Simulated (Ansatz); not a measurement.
A made-up structure of CH5AlN, doublet:

C1  (-0.002, 0.413, 0.511)
Al2  (-0.848, 0.760, -1.180)
N3  (0.852, -1.120, 0.741)
H4  (-0.842, -0.199, -2.360)
H5  (-1.609, 2.037, -1.498)
H6  (-0.020, 1.097, 1.320)
H7  (1.323, -1.387, 1.590)
H8  (0.940, -1.849, 0.052)
(Å)

It is relaxed with PBE-D4/def2-SVP and then PBE0-D4/def2-TZVP (Ansatz 0.2.0). Atoms count as bonded within 1.22 times the sum of their covalent radii (H–H: 0.88 Å). The end point is not checked to be a true minimum.

Does its bonding change? (A judgement: the text doesn't fix the answer.)

The calculation gives: No: no bond forms or breaks.

Where it ends: The first stage lowers the energy by 2.16 eV in 7 steps. It ends as CH₅AlN ([NH2][CH][AlH2]):
```tsv
atom	x (Å)	y (Å)	z (Å)
C1	0.0741	0.2019	0.4379
Al2	-0.8110	0.6819	-1.1846
N3	0.7481	-0.9443	0.6989
H4	-0.7701	-0.3636	-2.3863
H5	-1.5431	2.0859	-1.2701
H6	0.0779	0.8787	1.2918
H7	1.1891	-1.1225	1.5836
H8	0.8298	-1.6656	0.0045
```

Labels in which every atom is bracketed show which atoms are joined, not bond orders.

For scale, one of the runs: PBE0-D4/def2-TZVP relaxation, 129 basis functions, launched by `ansatz run in.yaml --threads 2 --pin off --events-out ev --progress --plain --max-ram 4352MiB`. The run took about 24 s on 2 CPU threads of an Arm Neoverse V2 (shared host).
